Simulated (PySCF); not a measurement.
Species: C₄H₄O₂.
Structure used (PBE0-D3(BJ)/def2-SVP), in Å, numbered top down from 1:
```xyz
10
C4H4O2 angstrom
C     -1.8670   -1.2188   -0.4997
C     -1.0089   -0.3665   -0.0176
C     -0.1401    0.4939    0.4656
C      1.2805    0.4755    0.0475
O      1.7863   -0.2995   -0.7211
O      1.9636    1.4645    0.6451
H     -2.4316   -0.9978   -1.4114
H     -2.0365   -2.1842   -0.0115
H     -0.4455    1.2518    1.1938
H      2.8764    1.3905    0.3281
```

Method: PBE0-D3(BJ)/def2-SVP geometry optimisation, gas phase in PySCF.

Take the most abundant isotopes and a rigid rotor. The values belong to one conformer with, in the numbering `[CH2:1]=[C:2]=[CH:3][C:4](=[O:5])[OH:6]`, C2–C3–C4–O5 -1°, C3–C4–O6–H 180°.

Problem. What are A, B and C (MHz)?

Solution. Ia = 48.00, Ib = 235.68, Ic = 280.11 u·Å²; 505379 MHz·u·Å²/I gives A = 10528, B = 2144, C = 1804 MHz.

Problem. What kind of rotor is it?

Solution. A near-prolate asymmetric top; Ray's κ = -0.922.

Problem. What does the inertial defect say?

Solution. Not planar: Δ = Ic − Ia − Ib = -3.57 u·Å². For a rigid frame Δ = −2 Σ m c², so Σ m c² = 1.79 u·Å² lies off the ab plane: 1.78 from hydrogen and 0.01 from heavier atoms. The atom farthest from that plane is 0.96 Å away.

Problem. Give the other two planar moments, Paa and Pbb, and the rms extents of the mass along the axes.

Solution. Paa = Σ m a² = (Ib + Ic − Ia)/2 = 233.89 and Pbb = Σ m b² = (Ia + Ic − Ib)/2 = 46.22 u·Å². With the mass M = 84.02 u, the rms extents √(P/M) along a, b and c are 1.67, 0.74, 0.15 Å.

Problem. Which types of transition are allowed, and where do some lines up to J = 4 fall?

Solution. The dipole components are |μa| = 0.62 D, |μb| = 1.26 D, |μc| = 0.00 D; the mirror of this Cs structure is the ab plane, so μc vanishes by symmetry (the 0.01 D computed is a residue) and there are no c-type lines. The squared components, which scale the intensities, stand as 0.24 : 1.00 (a : b). Some lines, for components of 0.1 D or more:

| type | branch | J(Ka,Kc) | MHz | lower level (cm⁻¹) |
| --- | --- | --- | --- | --- |
| a | Q | 1(1,0) ← 1(1,1) | 340 | 0.411 |
| a | Q | 4(1,3) ← 4(1,4) | 3400 | 1.545 |
| b | Q | 2(1,1) ← 2(0,2) | 9074 | 0.395 |
| b | Q | 4(1,3) ← 4(0,4) | 10379 | 1.312 |
| a | R | 4(1,4) ← 3(1,3) | 15095 | 1.041 |
| a | R | 4(2,3) ← 3(2,2) | 15787 | 1.932 |
| a | R | 4(3,2) ← 3(3,1) | 15814 | 3.358 |
| b | Q | 3(2,2) ← 3(1,3) | 26689 | 1.041 |
| b | R | 2(2,1) ← 1(1,0) | 33389 | 0.423 |
| b | R | 4(2,2) ← 3(1,3) | 42627 | 1.041 |
| b | R | 3(3,0) ← 2(2,1) | 54623 | 1.536 |
| b | R | 4(3,1) ← 3(2,2) | 58592 | 1.932 |

Whether it is a minimum is left open (no frequencies). These are rigid-rotor constants of the computed structure; measured ground-state constants (B0) also hold zero-point vibration.
